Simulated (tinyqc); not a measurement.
ROHF in the sto-3g basis, for H2O, spin multiplicity 3, step by step (part 1 of 2). Computed by tinyqc, a small Python program that keeps every step (integrals from PySCF). Settings: charge = 0, multiplicity = 3, basis = sto-3g, energy threshold = 1e-10, iteration cap = 80, orthogonalisation = symmetric, start = atomic densities, DIIS depth = 3, method = ROHF. Command: `OMP_NUM_THREADS=1 python tinyqc.py 31030 31031 out.jsonl` (the two numbers bound the seeds that draw the settings). One thread of a shared host (Intel(R) Xeon(R) Processor @ 2.60GHz), about 0.08 s of CPU time with the checks. Later iterations appear only in the table of the cycle.

## One-electron integrals

Geometry (angstrom):
```
atom       x        y       z
O     0.0000   0.0000  0.0000
H     0.0000   0.8700  0.6280
H     0.0000  -0.8700  0.6280
```

Basis sto-3g: exponents (1/bohr^2) and contraction coefficients of normalised primitives:
```
element  l (shell)  exponent  coefficient
O            s (1)  130.7093       0.1543
O            s (1)   23.8089       0.5353
O            s (1)    6.4436       0.4446
O            s (2)    5.0332      -0.1000
O            s (2)    1.1696       0.3995
O            s (2)    0.3804       0.7001
O            p (3)    5.0332       0.1559
O            p (3)    1.1696       0.6077
O            p (3)    0.3804       0.3920
H            s (1)    3.4253       0.1543
H            s (1)    0.6239       0.5353
H            s (1)    0.1689       0.4446
```

Overlap, kinetic and nuclear-attraction integrals over the contracted functions; the nuclear repulsion is the sum of Za Zb / Rab.

nuclear repulsion = 8.195086 hartree

overlap S, order 1O 1s, 1O 2s, 1O 2px, 1O 2py, 1O 2pz, 2H 1s, 3H 1s:
$$\begin{pmatrix}
1.0000 & 0.2367 & 0.0000 & 0.0000 & 0.0000 & 0.0410 & 0.0410 \\
0.2367 & 1.0000 & 0.0000 & 0.0000 & 0.0000 & 0.4021 & 0.4021 \\
0.0000 & 0.0000 & 1.0000 & 0.0000 & 0.0000 & 0.0000 & 0.0000 \\
0.0000 & 0.0000 & 0.0000 & 1.0000 & 0.0000 & 0.2846 & -0.2846 \\
0.0000 & 0.0000 & 0.0000 & 0.0000 & 1.0000 & 0.2054 & 0.2054 \\
0.0410 & 0.4021 & 0.0000 & 0.2846 & 0.2054 & 1.0000 & 0.1800 \\
0.0410 & 0.4021 & 0.0000 & -0.2846 & 0.2054 & 0.1800 & 1.0000
\end{pmatrix}$$

kinetic energy T (hartree), order 1O 1s, 1O 2s, 1O 2px, 1O 2py, 1O 2pz, 2H 1s, 3H 1s:
$$\begin{pmatrix}
29.0032 & -0.1680 & 0.0000 & 0.0000 & 0.0000 & -0.0079 & -0.0079 \\
-0.1680 & 0.8081 & 0.0000 & 0.0000 & 0.0000 & 0.0800 & 0.0800 \\
0.0000 & 0.0000 & 2.5287 & 0.0000 & 0.0000 & 0.0000 & 0.0000 \\
0.0000 & 0.0000 & 0.0000 & 2.5287 & 0.0000 & 0.1648 & -0.1648 \\
0.0000 & 0.0000 & 0.0000 & 0.0000 & 2.5287 & 0.1189 & 0.1189 \\
-0.0079 & 0.0800 & 0.0000 & 0.1648 & 0.1189 & 0.7600 & -0.0042 \\
-0.0079 & 0.0800 & 0.0000 & -0.1648 & 0.1189 & -0.0042 & 0.7600
\end{pmatrix}$$

nuclear attraction V (hartree), order 1O 1s, 1O 2s, 1O 2px, 1O 2py, 1O 2pz, 2H 1s, 3H 1s:
$$\begin{pmatrix}
-61.6048 & -7.4166 & 0.0000 & 0.0000 & -0.0145 & -1.3155 & -1.3155 \\
-7.4166 & -10.0321 & 0.0000 & 0.0000 & -0.1758 & -3.1287 & -3.1287 \\
0.0000 & 0.0000 & -9.8951 & 0.0000 & 0.0000 & 0.0000 & 0.0000 \\
0.0000 & 0.0000 & 0.0000 & -10.0208 & 0.0000 & -1.9549 & 1.9549 \\
-0.0145 & -0.1758 & 0.0000 & 0.0000 & -9.9606 & -1.4587 & -1.4587 \\
-1.3155 & -3.1287 & 0.0000 & -1.9549 & -1.4587 & -5.3848 & -1.0827 \\
-1.3155 & -3.1287 & 0.0000 & 1.9549 & -1.4587 & -1.0827 & -5.3848
\end{pmatrix}$$

core Hamiltonian H = T + V (hartree), order 1O 1s, 1O 2s, 1O 2px, 1O 2py, 1O 2pz, 2H 1s, 3H 1s:
$$\begin{pmatrix}
-32.6016 & -7.5846 & 0.0000 & 0.0000 & -0.0145 & -1.3234 & -1.3234 \\
-7.5846 & -9.2240 & 0.0000 & 0.0000 & -0.1758 & -3.0488 & -3.0488 \\
0.0000 & 0.0000 & -7.3664 & 0.0000 & 0.0000 & 0.0000 & 0.0000 \\
0.0000 & 0.0000 & 0.0000 & -7.4921 & 0.0000 & -1.7901 & 1.7901 \\
-0.0145 & -0.1758 & 0.0000 & 0.0000 & -7.4319 & -1.3397 & -1.3397 \\
-1.3234 & -3.0488 & 0.0000 & -1.7901 & -1.3397 & -4.6248 & -1.0869 \\
-1.3234 & -3.0488 & 0.0000 & 1.7901 & -1.3397 & -1.0869 & -4.6248
\end{pmatrix}$$

## Two-electron integrals

Functions are numbered as in S; the eight-fold symmetry (ij|kl) = (ji|kl) = (kl|ij) leaves the list below.

Two-electron integrals (ij|kl) in chemists' order, unique and non-zero (hartree):
```
(11|11) 4.7851      (21|11) 0.7414      (21|21) 0.1369      (22|11) 1.1189
(22|21) 0.2566      (22|22) 0.8172      (31|31) 0.0245      (32|31) 0.0378
(32|32) 0.1805      (33|11) 1.1158      (33|21) 0.2567      (33|22) 0.8170
(33|33) 0.8802      (41|41) 0.0245      (42|41) 0.0378      (42|42) 0.1805
(43|43) 0.0474      (44|11) 1.1158      (44|21) 0.2567      (44|22) 0.8170
(44|33) 0.7853      (44|44) 0.8802      (51|51) 0.0245      (52|51) 0.0378
(52|52) 0.1805      (53|53) 0.0474      (54|54) 0.0474      (55|11) 1.1158
(55|21) 0.2567      (55|22) 0.8170      (55|33) 0.7853      (55|44) 0.7853
(55|55) 0.8802      (61|11) 0.1300      (61|21) 0.0238      (61|22) 0.0444
(61|33) 0.0443      (61|41) 0.0009      (61|42) 0.0017      (61|44) 0.0445
(61|51) 0.0006      (61|52) 0.0012      (61|54) 1.27e-04    (61|55) 0.0444
(61|61) 0.0042      (62|11) 0.3291      (62|21) 0.0765      (62|22) 0.2712
(62|33) 0.2665      (62|41) 0.0047      (62|42) 0.0362      (62|44) 0.2756
(62|51) 0.0034      (62|52) 0.0262      (62|54) 0.0066      (62|55) 0.2712
(62|61) 0.0136      (62|62) 0.1132      (63|31) 0.0078      (63|32) 0.0462
(63|43) 0.0074      (63|53) 0.0054      (63|63) 0.0158      (64|11) 0.1966
(64|21) 0.0463      (64|22) 0.1751      (64|33) 0.1673      (64|41) 0.0103
(64|42) 0.0683      (64|44) 0.1878      (64|51) 0.0018      (64|52) 0.0159
(64|54) 0.0094      (64|55) 0.1702      (64|61) 0.0086      (64|62) 0.0888
(64|64) 0.0847      (65|11) 0.1419      (65|21) 0.0334      (65|22) 0.1264
(65|33) 0.1207      (65|41) 0.0018      (65|42) 0.0159      (65|44) 0.1248
(65|51) 0.0091      (65|52) 0.0577      (65|54) 0.0104      (65|55) 0.1336
(65|61) 0.0062      (65|62) 0.0641      (65|64) 0.0497      (65|65) 0.0517
(66|11) 0.4814      (66|21) 0.1137      (66|22) 0.4634      (66|33) 0.4450
(66|41) 0.0087      (66|42) 0.0939      (66|44) 0.4810      (66|51) 0.0063
(66|52) 0.0677      (66|54) 0.0260      (66|55) 0.4637      (66|61) 0.0203
(66|62) 0.2479      (66|64) 0.2220      (66|65) 0.1602      (66|66) 0.7746
(71|11) 0.1300      (71|21) 0.0238      (71|22) 0.0444      (71|33) 0.0443
(71|41) -0.0009     (71|42) -0.0017     (71|44) 0.0445      (71|51) 0.0006
(71|52) 0.0012      (71|54) -1.27e-04   (71|55) 0.0444      (71|61) 0.0041
(71|62) 0.0131      (71|64) 0.0076      (71|65) 0.0060      (71|66) 0.0195
(71|71) 0.0042      (72|11) 0.3291      (72|21) 0.0765      (72|22) 0.2712
(72|33) 0.2665      (72|41) -0.0047     (72|42) -0.0362     (72|44) 0.2756
(72|51) 0.0034      (72|52) 0.0262      (72|54) -0.0066     (72|55) 0.2712
(72|61) 0.0131      (72|62) 0.0898      (72|64) 0.0489      (72|65) 0.0494
(72|66) 0.1587      (72|71) 0.0136      (72|72) 0.1132      (73|31) 0.0078
(73|32) 0.0462      (73|43) -0.0074     (73|53) 0.0054      (73|63) 0.0120
(73|73) 0.0158      (74|11) -0.1966     (74|21) -0.0463     (74|22) -0.1751
(74|33) -0.1673     (74|41) 0.0103      (74|42) 0.0683      (74|44) -0.1878
(74|51) -0.0018     (74|52) -0.0159     (74|54) 0.0094      (74|55) -0.1702
(74|61) -0.0076     (74|62) -0.0489     (74|64) -0.0152     (74|65) -0.0264
(74|66) -0.0784     (74|71) -0.0086     (74|72) -0.0888     (74|74) 0.0847
(75|11) 0.1419      (75|21) 0.0334      (75|22) 0.1264      (75|33) 0.1207
(75|41) -0.0018     (75|42) -0.0159     (75|44) 0.1248      (75|51) 0.0091
(75|52) 0.0577      (75|54) -0.0104     (75|55) 0.1336      (75|61) 0.0060
(75|62) 0.0494      (75|64) 0.0264      (75|65) 0.0388      (75|66) 0.0951
(75|71) 0.0062      (75|72) 0.0641      (75|74) -0.0497     (75|75) 0.0517
(76|11) 0.1081      (76|21) 0.0253      (76|22) 0.0974      (76|33) 0.0952
(76|44) 0.0973      (76|51) 0.0018      (76|52) 0.0162      (76|55) 0.0997
(76|61) 0.0044      (76|62) 0.0399      (76|64) 0.0272      (76|65) 0.0255
(76|66) 0.0903      (76|71) 0.0044      (76|72) 0.0399      (76|74) -0.0272
(76|75) 0.0255      (76|76) 0.0175      (77|11) 0.4814      (77|21) 0.1137
(77|22) 0.4634      (77|33) 0.4450      (77|41) -0.0087     (77|42) -0.0939
(77|44) 0.4810      (77|51) 0.0063      (77|52) 0.0677      (77|54) -0.0260
(77|55) 0.4637      (77|61) 0.0195      (77|62) 0.1587      (77|64) 0.0784
(77|65) 0.0951      (77|66) 0.3015      (77|71) 0.0203      (77|72) 0.2479
(77|74) -0.2220     (77|75) 0.1602      (77|76) 0.0903      (77|77) 0.7746
```

## Orthogonalisation

S = U s U^T; symmetric (Loewdin) form X = U s^(-1/2) U^T, so that X^T S X = 1.

eigenvalues of S: [0.4178, 0.4976, 0.8892, 1.0000, 1.0941, 1.3224, 1.7789]

X, order 1O 1s, 1O 2s, 1O 2px, 1O 2py, 1O 2pz, 2H 1s, 3H 1s:
$$\begin{pmatrix}
1.0238 & -0.1381 & 0.0000 & 0.0000 & -0.0076 & 0.0197 & 0.0197 \\
-0.1381 & 1.1724 & 0.0000 & 0.0000 & 0.0752 & -0.2358 & -0.2358 \\
0.0000 & 0.0000 & 1.0000 & 0.0000 & 0.0000 & 0.0000 & 0.0000 \\
0.0000 & 0.0000 & 0.0000 & 1.0838 & 0.0000 & -0.1891 & 0.1891 \\
-0.0076 & 0.0752 & 0.0000 & 0.0000 & 1.0375 & -0.1182 & -0.1182 \\
0.0197 & -0.2358 & 0.0000 & -0.1891 & -0.1182 & 1.1415 & -0.0619 \\
0.0197 & -0.2358 & 0.0000 & 0.1891 & -0.1182 & -0.0619 & 1.1415
\end{pmatrix}$$

## Starting guess

The start is atomic minimal-basis densities projected into this basis (PySCF's MINAO start) and scaled to the electron count of each spin; this density is not idempotent, so its energy is not variational and may lie below the converged one.

D(alpha) at the start, order 1O 1s, 1O 2s, 1O 2px, 1O 2py, 1O 2pz, 2H 1s, 3H 1s:
$$\begin{pmatrix}
1.2861 & -0.2942 & 0.0000 & 0.0000 & 0.0091 & -0.0099 & -0.0099 \\
-0.2942 & 1.2530 & 0.0000 & 0.0000 & -0.0463 & 0.0309 & 0.0309 \\
0.0000 & 0.0000 & 0.7849 & 0.0000 & 0.0000 & 0.0000 & 0.0000 \\
0.0000 & 0.0000 & 0.0000 & 0.7022 & 0.0000 & 0.0709 & -0.0709 \\
0.0091 & -0.0463 & 0.0000 & 0.0000 & 0.7475 & 0.0372 & 0.0372 \\
-0.0099 & 0.0309 & 0.0000 & 0.0709 & 0.0372 & 0.5970 & 0.0343 \\
-0.0099 & 0.0309 & 0.0000 & -0.0709 & 0.0372 & 0.0343 & 0.5970
\end{pmatrix}$$

D(beta) at the start, order 1O 1s, 1O 2s, 1O 2px, 1O 2py, 1O 2pz, 2H 1s, 3H 1s:
$$\begin{pmatrix}
0.8574 & -0.1962 & 0.0000 & 0.0000 & 0.0060 & -0.0066 & -0.0066 \\
-0.1962 & 0.8353 & 0.0000 & 0.0000 & -0.0308 & 0.0206 & 0.0206 \\
0.0000 & 0.0000 & 0.5232 & 0.0000 & 0.0000 & 0.0000 & 0.0000 \\
0.0000 & 0.0000 & 0.0000 & 0.4681 & 0.0000 & 0.0473 & -0.0473 \\
0.0060 & -0.0308 & 0.0000 & 0.0000 & 0.4984 & 0.0248 & 0.0248 \\
-0.0066 & 0.0206 & 0.0000 & 0.0473 & 0.0248 & 0.3980 & 0.0229 \\
-0.0066 & 0.0206 & 0.0000 & -0.0473 & 0.0248 & 0.0229 & 0.3980
\end{pmatrix}$$

## Iteration 1: building the Fock matrix

J_ij = sum D_kl (ij|kl) with D = D(alpha) + D(beta), K_ij = sum D_kl (ik|jl) for each spin; F = H + J - K(s); E = tr D H + tr D J / 2 - 0.5 sum_s tr D(s) K(s) + E_nn.

Coulomb J (hartree), order 1O 1s, 1O 2s, 1O 2px, 1O 2py, 1O 2pz, 2H 1s, 3H 1s:
$$\begin{pmatrix}
17.1794 & 3.2202 & 0.0000 & 0.0000 & 0.0113 & 0.5609 & 0.5609 \\
3.2202 & 7.9965 & 0.0000 & 0.0000 & 0.1371 & 2.6774 & 2.6774 \\
0.0000 & 0.0000 & 7.9522 & 0.0000 & 0.0000 & 0.0000 & 0.0000 \\
0.0000 & 0.0000 & 0.0000 & 8.0235 & 0.0000 & 1.7386 & -1.7386 \\
0.0113 & 0.1371 & 0.0000 & 0.0000 & 7.9897 & 1.2947 & 1.2947 \\
0.5609 & 2.6774 & 0.0000 & 1.7386 & 1.2947 & 4.8248 & 0.9791 \\
0.5609 & 2.6774 & 0.0000 & -1.7386 & 1.2947 & 0.9791 & 4.8248
\end{pmatrix}$$

exchange K(alpha) (hartree), order 1O 1s, 1O 2s, 1O 2px, 1O 2py, 1O 2pz, 2H 1s, 3H 1s:
$$\begin{pmatrix}
5.9473 & 1.0089 & 0.0000 & 0.0000 & 0.0081 & 0.1952 & 0.1952 \\
1.0089 & 1.6383 & 0.0000 & 0.0000 & 0.0728 & 0.6729 & 0.6729 \\
0.0000 & 0.0000 & 1.0230 & 0.0000 & 0.0000 & 0.0000 & 0.0000 \\
0.0000 & 0.0000 & 0.0000 & 1.0889 & 0.0000 & 0.3438 & -0.3438 \\
0.0081 & 0.0728 & 0.0000 & 0.0000 & 1.0579 & 0.2769 & 0.2769 \\
0.1952 & 0.6729 & 0.0000 & 0.3438 & 0.2769 & 0.7816 & 0.2657 \\
0.1952 & 0.6729 & 0.0000 & -0.3438 & 0.2769 & 0.2657 & 0.7816
\end{pmatrix}$$

exchange K(beta) (hartree), order 1O 1s, 1O 2s, 1O 2px, 1O 2py, 1O 2pz, 2H 1s, 3H 1s:
$$\begin{pmatrix}
3.9649 & 0.6726 & 0.0000 & 0.0000 & 0.0054 & 0.1301 & 0.1301 \\
0.6726 & 1.0922 & 0.0000 & 0.0000 & 0.0485 & 0.4486 & 0.4486 \\
0.0000 & 0.0000 & 0.6820 & 0.0000 & 0.0000 & 0.0000 & 0.0000 \\
0.0000 & 0.0000 & 0.0000 & 0.7259 & 0.0000 & 0.2292 & -0.2292 \\
0.0054 & 0.0485 & 0.0000 & 0.0000 & 0.7052 & 0.1846 & 0.1846 \\
0.1301 & 0.4486 & 0.0000 & 0.2292 & 0.1846 & 0.5211 & 0.1771 \\
0.1301 & 0.4486 & 0.0000 & -0.2292 & 0.1846 & 0.1771 & 0.5211
\end{pmatrix}$$

F(alpha) (hartree), order 1O 1s, 1O 2s, 1O 2px, 1O 2py, 1O 2pz, 2H 1s, 3H 1s:
$$\begin{pmatrix}
-21.3695 & -5.3732 & 0.0000 & 0.0000 & -0.0112 & -0.9577 & -0.9577 \\
-5.3732 & -2.8657 & 0.0000 & 0.0000 & -0.1115 & -1.0443 & -1.0443 \\
0.0000 & 0.0000 & -0.4371 & 0.0000 & 0.0000 & 0.0000 & 0.0000 \\
0.0000 & 0.0000 & 0.0000 & -0.5575 & 0.0000 & -0.3953 & 0.3953 \\
-0.0112 & -0.1115 & 0.0000 & 0.0000 & -0.5001 & -0.3219 & -0.3219 \\
-0.9577 & -1.0443 & 0.0000 & -0.3953 & -0.3219 & -0.5816 & -0.3735 \\
-0.9577 & -1.0443 & 0.0000 & 0.3953 & -0.3219 & -0.3735 & -0.5816
\end{pmatrix}$$

F(beta) (hartree), order 1O 1s, 1O 2s, 1O 2px, 1O 2py, 1O 2pz, 2H 1s, 3H 1s:
$$\begin{pmatrix}
-19.3871 & -5.0369 & 0.0000 & 0.0000 & -0.0085 & -0.8926 & -0.8926 \\
-5.0369 & -2.3197 & 0.0000 & 0.0000 & -0.0872 & -0.8200 & -0.8200 \\
0.0000 & 0.0000 & -0.0961 & 0.0000 & 0.0000 & 0.0000 & 0.0000 \\
0.0000 & 0.0000 & 0.0000 & -0.1945 & 0.0000 & -0.2807 & 0.2807 \\
-0.0085 & -0.0872 & 0.0000 & 0.0000 & -0.1475 & -0.2296 & -0.2296 \\
-0.8926 & -0.8200 & 0.0000 & -0.2807 & -0.2296 & -0.3211 & -0.2849 \\
-0.8926 & -0.8200 & 0.0000 & 0.2807 & -0.2296 & -0.2849 & -0.3211
\end{pmatrix}$$

total energy of this density = -75.579924 hartree

This density is the starting one; it is not idempotent, so its energy is not variational and may lie below the converged one.

## Iteration 1: Roothaan effective Fock matrix

With projectors Pc = D(beta) S, Po = (D(alpha) - D(beta)) S, Pv = 1 - D(alpha) S, the block xy is Px^T F Py; with Fc = (F(alpha) + F(beta))/2, the blocks are Fc for cc, oo, vv and cv, F(beta) for co and F(alpha) for ov.

effective F (hartree), order 1O 1s, 1O 2s, 1O 2px, 1O 2py, 1O 2pz, 2H 1s, 3H 1s:
$$\begin{pmatrix}
-19.5491 & -5.0360 & 0.0000 & 0.0000 & 0.0037 & -0.8928 & -0.8928 \\
-5.0360 & -2.2113 & 0.0000 & 0.0000 & -0.0376 & -0.6904 & -0.6904 \\
0.0000 & 0.0000 & -0.2392 & 0.0000 & 0.0000 & 0.0000 & 0.0000 \\
0.0000 & 0.0000 & 0.0000 & -0.3184 & 0.0000 & -0.3030 & 0.3030 \\
0.0037 & -0.0376 & 0.0000 & 0.0000 & -0.2756 & -0.2168 & -0.2168 \\
-0.8928 & -0.6904 & 0.0000 & -0.3030 & -0.2168 & -0.2688 & -0.1820 \\
-0.8928 & -0.6904 & 0.0000 & 0.3030 & -0.2168 & -0.1820 & -0.2688
\end{pmatrix}$$

## Iteration 1: diagonalisation and new density

Diagonalise F' = X^T F X, C = X C', fill 6 alpha and 4 beta electrons from the bottom; D(s) = C_occ C_occ^T. Each column has its largest component positive (the first on a tie).

F' = X^T F X (hartree):
$$\begin{pmatrix}
-19.1724 & -2.6567 & 0.0000 & 0.0000 & -0.0208 & -0.1239 & -0.1239 \\
-2.6567 & -1.1777 & 0.0000 & 0.0000 & 0.0822 & -0.3317 & -0.3317 \\
0.0000 & 0.0000 & -0.2392 & 0.0000 & 0.0000 & 0.0000 & 0.0000 \\
0.0000 & 0.0000 & 0.0000 & -0.1319 & 0.0000 & -0.3318 & 0.3318 \\
-0.0208 & 0.0822 & 0.0000 & 0.0000 & -0.1954 & -0.2054 & -0.2054 \\
-0.1239 & -0.3317 & 0.0000 & -0.3318 & -0.2054 & 0.0802 & -0.0472 \\
-0.1239 & -0.3317 & 0.0000 & 0.3318 & -0.2054 & -0.0472 & 0.0802
\end{pmatrix}$$

orbital energies (hartree): MO1 -19.5593, MO2 -0.9849, MO3 -0.4891, MO4 -0.3497, MO5 -0.2392, MO6 0.3815, MO7 0.4846

coefficients C, order 1O 1s, 1O 2s, 1O 2px, 1O 2py, 1O 2pz, 2H 1s, 3H 1s:
$$\begin{pmatrix}
0.9937 & -0.2524 & 0.0000 & 0.0645 & 0.0000 & 0.1129 & 0.0000 \\
0.0274 & 0.9441 & 0.0000 & -0.3408 & 0.0000 & -0.7088 & 0.0000 \\
0.0000 & 0.0000 & 0.0000 & 0.0000 & 1.0000 & 0.0000 & 0.0000 \\
0.0000 & 0.0000 & 0.7004 & 0.0000 & 0.0000 & 0.0000 & 0.8692 \\
0.0018 & 0.0550 & 0.0000 & 0.8337 & 0.0000 & -0.6420 & 0.0000 \\
-0.0050 & 0.0893 & 0.3650 & 0.2580 & 0.0000 & 0.7604 & -0.7916 \\
-0.0050 & 0.0893 & -0.3650 & 0.2580 & 0.0000 & 0.7604 & 0.7916
\end{pmatrix}$$

D(alpha) after iteration 1, order 1O 1s, 1O 2s, 1O 2px, 1O 2py, 1O 2pz, 2H 1s, 3H 1s:
$$\begin{pmatrix}
1.0680 & -0.3131 & 0.0000 & 0.0000 & -0.0308 & 0.0750 & 0.0750 \\
-0.3131 & 1.5105 & 0.0000 & 0.0000 & 0.2229 & -0.5427 & -0.5427 \\
0.0000 & 0.0000 & 1.0000 & 0.0000 & 0.0000 & 0.0000 & 0.0000 \\
0.0000 & 0.0000 & 0.0000 & 0.4906 & 0.0000 & 0.2556 & -0.2556 \\
-0.0308 & 0.2229 & 0.0000 & 0.0000 & 1.1102 & -0.2682 & -0.2682 \\
0.0750 & -0.5427 & 0.0000 & 0.2556 & -0.2682 & 0.7859 & 0.5195 \\
0.0750 & -0.5427 & 0.0000 & -0.2556 & -0.2682 & 0.5195 & 0.7859
\end{pmatrix}$$

D(beta) after iteration 1, order 1O 1s, 1O 2s, 1O 2px, 1O 2py, 1O 2pz, 2H 1s, 3H 1s:
$$\begin{pmatrix}
1.0552 & -0.2331 & 0.0000 & 0.0000 & 0.0417 & -0.0108 & -0.0108 \\
-0.2331 & 1.0082 & 0.0000 & 0.0000 & -0.2321 & -0.0037 & -0.0037 \\
0.0000 & 0.0000 & 0.0000 & 0.0000 & 0.0000 & 0.0000 & 0.0000 \\
0.0000 & 0.0000 & 0.0000 & 0.4906 & 0.0000 & 0.2556 & -0.2556 \\
0.0417 & -0.2321 & 0.0000 & 0.0000 & 0.6980 & 0.2200 & 0.2200 \\
-0.0108 & -0.0037 & 0.0000 & 0.2556 & 0.2200 & 0.2078 & -0.0586 \\
-0.0108 & -0.0037 & 0.0000 & -0.2556 & 0.2200 & -0.0586 & 0.2078
\end{pmatrix}$$

## Iteration 2: building the Fock matrix

As before.

Coulomb J (hartree), order 1O 1s, 1O 2s, 1O 2px, 1O 2py, 1O 2pz, 2H 1s, 3H 1s:
$$\begin{pmatrix}
17.1414 & 3.2201 & 0.0000 & 0.0000 & 0.0086 & 0.5608 & 0.5608 \\
3.2201 & 8.0130 & 0.0000 & 0.0000 & 0.1117 & 2.6773 & 2.6773 \\
0.0000 & 0.0000 & 7.9370 & 0.0000 & 0.0000 & 0.0000 & 0.0000 \\
0.0000 & 0.0000 & 0.0000 & 8.0298 & 0.0000 & 1.7368 & -1.7368 \\
0.0086 & 0.1117 & 0.0000 & 0.0000 & 8.0482 & 1.2910 & 1.2910 \\
0.5608 & 2.6773 & 0.0000 & 1.7368 & 1.2910 & 4.8152 & 0.9780 \\
0.5608 & 2.6773 & 0.0000 & -1.7368 & 1.2910 & 0.9780 & 4.8152
\end{pmatrix}$$

exchange K(alpha) (hartree), order 1O 1s, 1O 2s, 1O 2px, 1O 2py, 1O 2pz, 2H 1s, 3H 1s:
$$\begin{pmatrix}
4.9149 & 0.8421 & 0.0000 & 0.0000 & 0.0026 & 0.1545 & 0.1545 \\
0.8421 & 1.4038 & 0.0000 & 0.0000 & 0.0404 & 0.4826 & 0.4826 \\
0.0000 & 0.0000 & 1.1724 & 0.0000 & 0.0000 & 0.0000 & 0.0000 \\
0.0000 & 0.0000 & 0.0000 & 0.9611 & 0.0000 & 0.3348 & -0.3348 \\
0.0026 & 0.0404 & 0.0000 & 0.0000 & 1.1893 & 0.2090 & 0.2090 \\
0.1545 & 0.4826 & 0.0000 & 0.3348 & 0.2090 & 0.7175 & 0.2059 \\
0.1545 & 0.4826 & 0.0000 & -0.3348 & 0.2090 & 0.2059 & 0.7175
\end{pmatrix}$$

exchange K(beta) (hartree), order 1O 1s, 1O 2s, 1O 2px, 1O 2py, 1O 2pz, 2H 1s, 3H 1s:
$$\begin{pmatrix}
4.8675 & 0.7941 & 0.0000 & 0.0000 & 0.0022 & 0.1444 & 0.1444 \\
0.7941 & 1.1524 & 0.0000 & 0.0000 & -0.0441 & 0.4313 & 0.4313 \\
0.0000 & 0.0000 & 0.2631 & 0.0000 & 0.0000 & 0.0000 & 0.0000 \\
0.0000 & 0.0000 & 0.0000 & 0.8909 & 0.0000 & 0.3075 & -0.3075 \\
0.0022 & -0.0441 & 0.0000 & 0.0000 & 0.9717 & 0.2367 & 0.2367 \\
0.1444 & 0.4313 & 0.0000 & 0.3075 & 0.2367 & 0.4931 & 0.1297 \\
0.1444 & 0.4313 & 0.0000 & -0.3075 & 0.2367 & 0.1297 & 0.4931
\end{pmatrix}$$

F(alpha) (hartree), order 1O 1s, 1O 2s, 1O 2px, 1O 2py, 1O 2pz, 2H 1s, 3H 1s:
$$\begin{pmatrix}
-20.3751 & -5.2066 & 0.0000 & 0.0000 & -0.0084 & -0.9171 & -0.9171 \\
-5.2066 & -2.6149 & 0.0000 & 0.0000 & -0.1045 & -0.8540 & -0.8540 \\
0.0000 & 0.0000 & -0.6018 & 0.0000 & 0.0000 & 0.0000 & 0.0000 \\
0.0000 & 0.0000 & 0.0000 & -0.4234 & 0.0000 & -0.3881 & 0.3881 \\
-0.0084 & -0.1045 & 0.0000 & 0.0000 & -0.5730 & -0.2577 & -0.2577 \\
-0.9171 & -0.8540 & 0.0000 & -0.3881 & -0.2577 & -0.5270 & -0.3149 \\
-0.9171 & -0.8540 & 0.0000 & 0.3881 & -0.2577 & -0.3149 & -0.5270
\end{pmatrix}$$

F(beta) (hartree), order 1O 1s, 1O 2s, 1O 2px, 1O 2py, 1O 2pz, 2H 1s, 3H 1s:
$$\begin{pmatrix}
-20.3277 & -5.1586 & 0.0000 & 0.0000 & -0.0081 & -0.9070 & -0.9070 \\
-5.1586 & -2.3635 & 0.0000 & 0.0000 & -0.0200 & -0.8027 & -0.8027 \\
0.0000 & 0.0000 & 0.3076 & 0.0000 & 0.0000 & 0.0000 & 0.0000 \\
0.0000 & 0.0000 & 0.0000 & -0.3532 & 0.0000 & -0.3608 & 0.3608 \\
-0.0081 & -0.0200 & 0.0000 & 0.0000 & -0.3554 & -0.2855 & -0.2855 \\
-0.9070 & -0.8027 & 0.0000 & -0.3608 & -0.2855 & -0.3026 & -0.2387 \\
-0.9070 & -0.8027 & 0.0000 & 0.3608 & -0.2855 & -0.2387 & -0.3026
\end{pmatrix}$$

total energy of this density = -74.673630 hartree
